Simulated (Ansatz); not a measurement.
Geometry optimisation, UKS PBE0-D4/def2-SVP (Ansatz).

The input (input.yaml):

```yaml
crystal:
  periodic: [false, false, false]
  atoms:
    - { symbol: B, position_ang: [-0.7759, 1.149, 0.0441] }
    - { symbol: "N", position_ang: [0.4033, -0.1326, 0.5123] }
    - { symbol: C, position_ang: [0.3913, -1.3245, -0.3006] }
    - { symbol: H, position_ang: [-1.3243, 0.8772, -0.9473] }
    - { symbol: H, position_ang: [-1.3202, 1.5812, 0.9795] }
    - { symbol: H, position_ang: [0.6802, 1.1086, 0.0708] }
    - { symbol: H, position_ang: [0.4352, 2.0001, -0.2705] }
    - { symbol: H, position_ang: [0.3091, -0.3422, 1.4954] }
    - { symbol: H, position_ang: [0.5157, -1.0373, -1.3444] }
    - { symbol: H, position_ang: [1.2255, -1.9788, -0.0229] }
    - { symbol: H, position_ang: [-0.5402, -1.9007, -0.2164] }
magnetization:
  spin_polarized: true
basis:
  gaussian: { orbitals: def2-SVP }
hamiltonian:
  xc: pbe0
  dispersion: d4
relax:
  f_tol: 0.15
  max_steps: 25
  restrain:
    - { distance: [0, 6], at: 2.45, k: 30.0 }
    - { distance: [5, 1], at: 2.32, k: 30.0 }
    - { distance: [0, 1], at: 1.55, k: 30.0 }
    - { distance: [5, 6], at: 0.62, k: 30.0 }
output:
  orbitals: {}
```

Run as:

```bash
$ ansatz run input.yaml --threads 2 --pin off --max-ram 3072MiB --backend cpu --events-out ev --progress --plain --runs-dir out
```

Task: Where does it end, and by what steps?

Result: It converged. The restraints hold the end off the free minimum. After 8 steps the energy has fallen by 1.591 eV (the restraints' own energy left out); N2 moved furthest, 0.61 Å. Joined: H6–H7 (0.99 → 0.70 Å).

| step | energy less start (eV) | largest force component (eV/Å) | accepted |
| --- | --- | --- | --- |
| 0 | 0.0000 | 3.264 | yes |
| 1 | 0.1612 | 3.658 | yes |
| 2 | -0.2546 | 5.084 | yes |
| 3 | -1.0310 | 3.807 | yes |
| 4 | -1.2698 | 3.457 | yes |
| 5 | -1.5042 | 2.829 | yes |
| 6 | -1.6034 | 1.803 | yes |
| 7 | -1.5685 | 2.490 | yes |
| 8 | -1.5914 | 2.534 | yes |

```xyz
11
Properties=species:S:1:pos:R:3
B -0.965 0.826 0.172
N -0.165 -0.336 0.565
C 0.308 -1.387 -0.298
H -1.280 0.959 -0.985
H -1.306 1.592 1.041
H 1.007 1.569 -0.096
H 0.988 2.238 -0.310
H 0.091 -0.439 1.541
H 0.112 -1.122 -1.347
H 1.397 -1.548 -0.189
H -0.188 -2.353 -0.095
```

The run took 19 s on 2 threads of Arm Neoverse V2, with other jobs on the host, peak memory 0.19 GiB.
